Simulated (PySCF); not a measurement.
Gas-phase reaction: Al2H6 + N2H2 + 4 H ⇌ 2 AlH3.NH3

Method: PySCF energies plus ideal-gas RRHO corrections (1 bar). † marks an energy on the PBE0/def2-TZVP geometry and frequencies; other levels use their own. MP2 and CCSD(T) freeze the core. Open shells (unrestricted): H (multiplicity 2); the rest are closed-shell singlets. Adducts (AlH3.NH3) have no counterpoise correction, and HF, PBE, BLYP, B3LYP and PBE0 lack dispersion. Al2H6, AlH3.NH3: computed as isolated molecules; such fragments, hydroxides, amides, oligomers or adducts are transient or little studied in the gas. MP2 isn't extrapolated to the basis-set limit; its ΔH°(298 K) is -1180.4 kJ in def2-SVP and -1212.2 kJ in def2-TZVPP. CCSD(T) isn't extrapolated to the basis-set limit; its ΔH°(298 K) is -1198.4 kJ in def2-SVP and -1234.6 kJ in def2-TZVPP. The harmonic model lacks anharmonicity and excited electronic states, which grow with temperature; levels with a mode under 35 cm⁻¹ are left out.

```
level               ΔE electronic, kJ  ΔH°(298 K), kJ  ΔS°(298 K), J/K  ΔG°(800 K), kJ
------------------  -----------------  --------------  ---------------  --------------
CCSD(T)/def2-SVP†               -1299           -1198             -412            -858
HF/def2-TZVP†                   -1142           -1042             -412            -701
M06-2X/def2-TZVP†               -1332           -1232             -412            -892
MP2/def2-SVP†                   -1281           -1180             -412            -840
MP2/def2-TZVPP†                 -1312           -1212             -412            -872
PBE/def2-SVP                    -1291           -1194             -412            -854
PBE0/def2-QZVP†                 -1317           -1217             -412            -877
ωB97M-V/def2-TZVP†              -1339           -1239             -412            -899
```
ΔH° is lowest at ωB97M-V/def2-TZVP† and highest at HF/def2-TZVP†. No reference value is set beside these.
